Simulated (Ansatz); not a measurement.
**How methods differ on AlH3O (AlH2(OH))**

The species is AlH3O (5 atoms), meant as a singlet with charge 0. SMILES: `[H][Al]([H])[OH]`. The shape comes from GFN2-xTB, which is rough for such elements, and wasn't checked as a minimum.

```
atom    x (Å)    y (Å)    z (Å)
  Al   0.2718   0.4511  -0.1093
   H   1.7990   0.4172  -0.2214
   H  -0.4810   1.7690  -0.3118
   O  -0.5554  -0.9200   0.2267
   H  -1.0343  -1.7173   0.4158
```

Quantity: the energy change with the Al1–H2 bond stretched from 1.532 to 1.915 Å, in eV. The values are calculated.

| level | kind | program | value (eV) | less FCI/STO-3G |
| --- | --- | --- | --- | --- |
| HF/STO-3G (restricted) | Hartree–Fock | Ansatz | 1.58 | +0.38 |
| BLYP/STO-3G (restricted) | GGA | Ansatz | 1.04 | -0.16 |
| r2SCAN/STO-3G (restricted) | meta-GGA | Ansatz | 1.17 | -0.03 |
| B3LYP/STO-3G (restricted) | global hybrid | Ansatz | 1.18 | -0.02 |
| wB97X/STO-3G (restricted) | range-separated hybrid | Ansatz | 1.28 | +0.08 |
| RPA@PBE/STO-3G (restricted) | RPA | Ansatz | 1.14 | -0.06 |
| MP2/STO-3G (restricted) | perturbation theory | Ansatz | 1.37 | +0.17 |
| BCCD(T)/STO-3G (restricted) | coupled cluster or CI | Ansatz | 1.21 | +0.01 |
| CCSDTQ/STO-3G (restricted) | coupled cluster or CI | Ansatz | 1.20 | 0.00 |
| FCI/STO-3G | exact in the basis | Ansatz | 1.20 | 0.00 |

FCI/STO-3G is exact within its basis and frozen core, so for wave-function methods in that basis the difference is their error; functionals converge differently with the basis, so for them it is only a difference. The first shape isn't each level's own minimum. The values span 1.04 to 1.58 eV. All rows use very small basis sets, so even the best lies far from the true value.
